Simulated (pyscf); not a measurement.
`[CH2]=[CH2]` + `[OH][ZnH]` + `[H][H]` -> `[CH3][CH2][Zn][OH]` + `[H][H]` (multi-bond step; singlet surface; H–Zn, H–H broken, C–H, C–Zn, H–H formed). Structures and frequencies: ωB97X-D3(BJ)/def2-SVP in PySCF. Energies in kcal/mol from the separated reactants.

| level | barrier | reaction energy |
|---|---|---|
| ωB97X-D3(BJ)/def2-TZVP | 27.1 | -31.0 |
| B3LYP-D3(BJ)/def2-TZVP | 24.6 | -26.8 |
| PBE0-D3(BJ)/def2-TZVP | … | … |
| M06-2X/def2-TZVP | 26.5 | -29.4 |
| ωB97M-D3(BJ)/def2-TZVP | … | -27.5 |
| HF/def2-TZVP | 53.6 | -19.5 |

Problem. Some entries are withheld; supply them.

Solution. 
- PBE0-D3(BJ)/def2-TZVP, barrier: 19.8
- PBE0-D3(BJ)/def2-TZVP, reaction energy: -32.1
- ωB97M-D3(BJ)/def2-TZVP, barrier: 28.6

The functionals in the table span 8.9 kcal/mol in this barrier, from PBE0-D3(BJ) to ωB97M-D3(BJ)/def2-TZVP. On the reactant side the descent ends in a complex (not fully relaxed), 7.7 kcal/mol under the separated species and 34.8 kcal/mol under the saddle at ωB97X-D3(BJ)/def2-TZVP. This is the saddle that the search found; another between the same sides may lie lower. Elements up to Kr have no core potential and no relativistic terms here.
